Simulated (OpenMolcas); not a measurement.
# A workflow on HS (SMILES [SH])

We compute the energy (UHF/pcseg-0), then the energy (CASSCF(3,3)/pcseg-0), then the energy (CASPT2(3,3)/pcseg-0), then the energy (SC-NEVPT2(3,3)/pcseg-0), then a single-point energy (MRCI(3,3)/pcseg-0) of HS. 

Program for the calculation: OpenMolcas 26.06.

## Step 1: The system as given

The species is HS (2 atoms), meant as a doublet with charge 0. As SMILES, `[SH]`. The S1–H2 distance was set to 2.018 Å, away from the relaxed value.

Bond lengths: S1–H2 2.018 Å.

## Step 2: The energy at UHF/pcseg-0 (run 1)

File step1.input:

```
&GATEWAY
 BasLib = $CurrDir
 Coord
 2
 angstrom
 S        1.149151      -0.375630       0.590936
 H       -0.574560       0.187810      -0.295460
 Basis = pcseg-0
 Group = NoSym

&SEWARD

&SCF
 UHF
 Spin = 2
 Scramble = 0.25
 PrOrbitals = 1 1
```

The basis set pcseg-0 is read from a file made from the Basis Set Exchange's data (not shown).

Command:

```console
$ export MOLCAS_MEM=1860
$ pymolcas step1.input > step1.log
```

Standard output, shortened:

```text
--- Start Module: gateway ---
[...]
--- Stop Module: gateway /rc=_RC_ALL_IS_WELL_ ---
--- Start Module: seward ---
[...]
      Basis functions           15
--- Stop Module: seward /rc=_RC_ALL_IS_WELL_ ---
--- Start Module: scf ---
[...]
       Convergence after  22 Iterations
[...]
::    Total SCF energy                               -397.5196684287
[...]
      Total spin, S                                     0.7521367428
[...]
      Total electronic charge=   17.000000
      Total            charge=   -0.000000
[...]
      Dipole Moment (debye):
      Origin of the operator (angstrom)=    1.0965   -0.3584    0.5638
                   X= -3.8094E-01               Y=  1.2452E-01               Z= -1.9590E-01           Total=  4.4609E-01
      Quadrupole Moment (debye*angstrom):
[...]
--- Stop Module: scf /rc=_RC_ALL_IS_WELL_ ---
[...]
```

It took 1.9 s on 1 thread of Arm Neoverse V1, shared host; peak memory 0.37 GiB.

## Step 3: A single-point energy at CASSCF(3,3)/pcseg-0 (run 2)

File step2.input:

```
>>> EXPORT MOLCAS_PRINT=2

&gateway
  baslib=$CurrDir
  coord
  2
  angstrom
  S        1.149151      -0.375630       0.590936
  H       -0.574560       0.187810      -0.295460
  basis=pcseg-0
  group=NoSym

&seward

&rasscf
  fileorb=$CurrDir/step1.UnaOrb
  spin=2
  nactel=3 0 0
  inactive=7
  ras2=3
  orblisting=Nothing
```

The basis set pcseg-0 is read from a file made from the Basis Set Exchange's data (not shown).

Command:

```console
$ export MOLCAS_MEM=1860
$ pymolcas step2.input > step2.log
```

Standard output, shortened:

```text
--- Start Module: gateway ---
[...]
--- Stop Module: gateway /rc=_RC_ALL_IS_WELL_ ---
--- Start Module: seward ---
[...]
      Basis functions           15
--- Stop Module: seward /rc=_RC_ALL_IS_WELL_ ---
--- Start Module: rasscf ---
[...]
      Number of active orbitals                  3
[...]
      Spin quantum number                      0.5
[...]
      Active orbitals                            3
[...]
      Number of CSFs                             8
[...]
      Number of root(s) required                 1
[...]
      Convergence after  9 iterations
[...]
      printout of CI-coefficients larger than  0.05 for root  1
      energy=    -397.546409
      conf/sym  111     Coeff  Weight
             1  2u0  -0.94523 0.89345
             4  udu  -0.11956 0.01429
             6  uud  -0.06903 0.00476
             8  0u2  -0.29579 0.08749
      Natural orbitals and occupation numbers for root  1
      sym 1:   1.805961   1.000000   0.194039
      ************************************************************************************************************************
      *                                                    Final results                                                     *
[...]
::    RASSCF root number  1 Total energy:   -397.54640870
[...]
      Total electronic charge=   17.000000
      Total            charge=   -0.000000
[...]
      Dipole Moment (debye):
      Origin of the operator (angstrom)=    1.0965   -0.3584    0.5638
                   X= -4.1417E-01               Y=  1.3538E-01               Z= -2.1298E-01           Total=  4.8501E-01
      Quadrupole Moment (debye*angstrom):
[...]
--- Stop Module: rasscf /rc=_RC_ALL_IS_WELL_ ---
[...]
```

Run time: 1.7 s. Hardware: 1 thread of Arm Neoverse V1, shared host; peak memory 0.37 GiB.

## Step 4: The energy at CASPT2(3,3)/pcseg-0 (run 3)

File step3.input:

```
* HS CASPT2

&gateway
 baslib=$CurrDir
 coord
 2
 angstrom
 S        1.149151      -0.375630       0.590936
 H       -0.574560       0.187810      -0.295460
 basis=pcseg-0
 group=NoSym

&seward

&rasscf
 fileorb=$CurrDir/step2.RasOrb
 spin=2
 nactel=3 0 0
 inactive=7
 ras2=3
 orblisting=Nothing

&caspt2
 imaginary=0.1
 frozen=5
```

The basis set pcseg-0 is read from a file made from the Basis Set Exchange's data (not shown).

Command:

```console
$ export MOLCAS_MEM=1860
$ pymolcas step3.input > step3.log
```

Standard output, shortened:

```text
--- Start Module: gateway ---
[...]
--- Stop Module: gateway /rc=_RC_ALL_IS_WELL_ ---
[...]
      Basis functions           15
[...]
--- Start Module: rasscf ---
[...]
      Number of active orbitals                  3
[...]
      Spin quantum number                      0.5
[...]
      Active orbitals                            3
[...]
      Number of CSFs                             8
[...]
      Number of root(s) required                 1
[...]
      Convergence after  4 iterations
[...]
      printout of CI-coefficients larger than  0.05 for root  1
      energy=    -397.546409
      conf/sym  111     Coeff  Weight
             1  2u0  -0.94523 0.89345
             4  udu  -0.11956 0.01429
             6  uud  -0.06903 0.00476
             8  0u2  -0.29579 0.08749
      Natural orbitals and occupation numbers for root  1
      sym 1:   1.805961   1.000000   0.194039
      ************************************************************************************************************************
      *                                                    Final results                                                     *
[...]
::    RASSCF root number  1 Total energy:   -397.54640870
[...]
      Total electronic charge=   17.000000
      Total            charge=   -0.000000
[...]
      Dipole Moment (debye):
      Origin of the operator (angstrom)=    1.0965   -0.3584    0.5638
                   X= -4.1418E-01               Y=  1.3538E-01               Z= -2.1299E-01           Total=  4.8501E-01
      Quadrupole Moment (debye*angstrom):
[...]
--- Stop Module: rasscf /rc=_RC_ALL_IS_WELL_ ---
--- Start Module: caspt2 ---
[...]
 ###    WARNING: User changed nr of frozen orbitals.                         ###
 ###############################################################################
[...]
      E2 (Variational):          -0.0246566232
      Total energy:            -397.5710653194
[...]
      Reference weight:           0.99059
[...]
::    CASPT2 Root  1     Total energy:   -397.57106532
[...]
--- Stop Module: caspt2 /rc=_RC_ALL_IS_WELL_ ---
[...]
```

Run time: 1.7 s. Hardware: 1 thread of Arm Neoverse V1, shared host; peak memory 0.37 GiB.

## Step 5: A single-point energy at SC-NEVPT2(3,3)/pcseg-0 (run 4)

File step4.inp:

```
* HS NEVPT2
>>> EXPORT MOLCAS_PRINT=2

&GATEWAY
 BasLib=$CurrDir
 Coord
 2
 angstrom
 S        1.149151      -0.375630       0.590936
 H       -0.574560       0.187810      -0.295460
 Basis=pcseg-0
 Group=NoSym

&SEWARD

&RASSCF
 FileOrb=$CurrDir/step2.RasOrb
 Spin=2
 Nactel=3 0 0
 Inactive=7
 Ras2=3
 OrbListing=Nothing

&CASPT2
 SC-NEVPT2
 Frozen=5
```

The basis set pcseg-0 is read from a file made from the Basis Set Exchange's data (not shown).

Command:

```console
$ export MOLCAS_MEM=1860
$ pymolcas step4.inp > step4.log
```

Standard output, shortened:

```text
--- Start Module: gateway ---
[...]
--- Stop Module: gateway /rc=_RC_ALL_IS_WELL_ ---
[...]
      Basis functions           15
[...]
--- Start Module: rasscf ---
[...]
      Number of active orbitals                  3
[...]
      Spin quantum number                      0.5
[...]
      Active orbitals                            3
[...]
      Number of CSFs                             8
[...]
      Number of root(s) required                 1
[...]
      Convergence after  4 iterations
[...]
      printout of CI-coefficients larger than  0.05 for root  1
      energy=    -397.546409
      conf/sym  111     Coeff  Weight
             1  2u0  -0.94523 0.89345
             4  udu  -0.11956 0.01429
             6  uud  -0.06903 0.00476
             8  0u2  -0.29579 0.08749
      Natural orbitals and occupation numbers for root  1
      sym 1:   1.805961   1.000000   0.194039
      ************************************************************************************************************************
      *                                                    Final results                                                     *
[...]
::    RASSCF root number  1 Total energy:   -397.54640870
[...]
      Total electronic charge=   17.000000
      Total            charge=   -0.000000
[...]
      Dipole Moment (debye):
      Origin of the operator (angstrom)=    1.0965   -0.3584    0.5638
                   X= -4.1418E-01               Y=  1.3538E-01               Z= -2.1299E-01           Total=  4.8501E-01
      Quadrupole Moment (debye*angstrom):
[...]
--- Stop Module: rasscf /rc=_RC_ALL_IS_WELL_ ---
--- Start Module: caspt2 ---
[...]
 ###    WARNING: User changed nr of frozen orbitals.                         ###
 ###############################################################################
[...]
      E2 (Variational):          -0.0240703977
[...]
      E2 (Variational):          -0.0240485438
      Total energy:            -397.5704572400
[...]
      Reference weight:           0.99108
[...]
::    SC-NEVPT2 Root  1     Total energy:   -397.57045724
[...]
--- Stop Module: caspt2 /rc=_RC_ALL_IS_WELL_ ---
[...]
```

It took 1.7 s on 1 thread of Arm Neoverse V1, shared host; peak memory 0.37 GiB.

## Step 6: The energy at MRCI(3,3)/pcseg-0 (run 5)

File step5.input:

```
&GATEWAY
  BASLIB
  $CurrDir
  COORD
  2
  angstrom
  S        1.149151      -0.375630       0.590936
  H       -0.574560       0.187810      -0.295460
  BASIS
  pcseg-0
  GROUP
  NoSym

&SEWARD

&RASSCF
  FILEORB
  $CurrDir/step2.RasOrb
  SPIN
  2
  NACTEL
  3 0 0
  INACTIVE
  7
  RAS2
  3
  ORBLISTING
  Nothing

&MOTRA
  LUMORB
  FROZEN
  5

&GUGA
  ELECTRONS
  7
  SPIN
  2
  INACTIVE
  2
  ACTIVE
  3
  CIALL
  1

&MRCI
  SDCI
```

The basis set pcseg-0 is read from a file made from the Basis Set Exchange's data (not shown).

Command:

```console
$ export MOLCAS_MEM=1860
$ pymolcas step5.input > step5.log
```

Standard output, shortened:

```text
--- Start Module: gateway ---
[...]
--- Stop Module: gateway /rc=_RC_ALL_IS_WELL_ ---
[...]
      Basis functions           15
[...]
      Number of active orbitals                  3
[...]
      Spin quantum number                      0.5
[...]
      Active orbitals                            3
[...]
      Number of CSFs                             8
[...]
      Number of root(s) required                 1
[...]
      Convergence after  4 iterations
[...]
      printout of CI-coefficients larger than  0.05 for root  1
      energy=    -397.546409
      conf/sym  111     Coeff  Weight
             1  2u0  -0.94523 0.89345
             4  udu  -0.11956 0.01429
             6  uud  -0.06903 0.00476
             8  0u2  -0.29579 0.08749
      Natural orbitals and occupation numbers for root  1
      sym 1:   1.805961   1.000000   0.194039
      ************************************************************************************************************************
      *                                                    Final results                                                     *
[...]
::    RASSCF root number  1 Total energy:   -397.54640870
[...]
      Dipole Moment (debye):
      Origin of the operator (angstrom)=    1.0965   -0.3584    0.5638
                   X= -4.1418E-01               Y=  1.3538E-01               Z= -2.1299E-01           Total=  4.8501E-01
      Quadrupole Moment (debye*angstrom):
[...]
      *** WARNING: Default frozen orbitals is overwritten by user input.
      *** Default values:   5
[...]
--- Start Module: guga ---
[...]
--- Stop Module: guga /rc=_RC_ALL_IS_WELL_ ---
--- Start Module: mrci ---
[...]
       (But an ACPF correction will be computed)
       USE THE DEFAULT ACPF G-VALUE GFAC=  0.28571428571428570
[...]
                      CI ENERGY:  -397.57601928
[...]
                ACPF CORRECTION:    -0.00029629
[...]
      Total electronic charge=   17.000000
      Total            charge=   -0.000000
[...]
     ACPF CORRECTION:     -0.00029629
[...]
  CI State   1     Total energy:   -397.57601928     QDav:     -0.00041647     QACPF:     -0.00029629
[...]
--- Stop Module: mrci /rc=_RC_ALL_IS_WELL_ ---
[...]
```

Wall time 1.8 s (1 thread of Arm Neoverse V1, shared host); peak memory 0.37 GiB.

## Step 7: Results

| quantity | value |
| --- | --- |
| run 1, UHF/pcseg-0: total energy | -397.51967 Eh |
| run 1, UHF/pcseg-0: dipole moment | 0.45 D |
| run 1, UHF/pcseg-0: HOMO energy (highest over α and β) | -10.08 eV |
| run 1, UHF/pcseg-0: LUMO energy (lowest over α and β) | 0.52 eV |
| run 1, UHF/pcseg-0: ⟨S²⟩ | 1.318 |
| run 2, CASSCF(3,3)/pcseg-0: total energy | -397.54641 Eh |
| run 2, CASSCF(3,3)/pcseg-0: dipole moment (CASSCF density) | 0.49 D |
| run 3, CASPT2(3,3)/pcseg-0: total energy | -397.57107 Eh |
| run 3, CASPT2(3,3)/pcseg-0: dipole moment (CASSCF density) | 0.49 D |
| run 4, SC-NEVPT2(3,3)/pcseg-0: total energy | -397.57046 Eh |
| run 4, SC-NEVPT2(3,3)/pcseg-0: dipole moment (CASSCF density) | 0.49 D |
| run 5, MRCI(3,3)/pcseg-0: total energy | -397.57602 Eh |
| run 5, MRCI(3,3)/pcseg-0: dipole moment (CASSCF density) | 0.49 D |

**Reading.** ⟨S²⟩ (run 1, UHF/pcseg-0) is 1.32 where a pure doublet has 0.75: the reference is spin-contaminated.
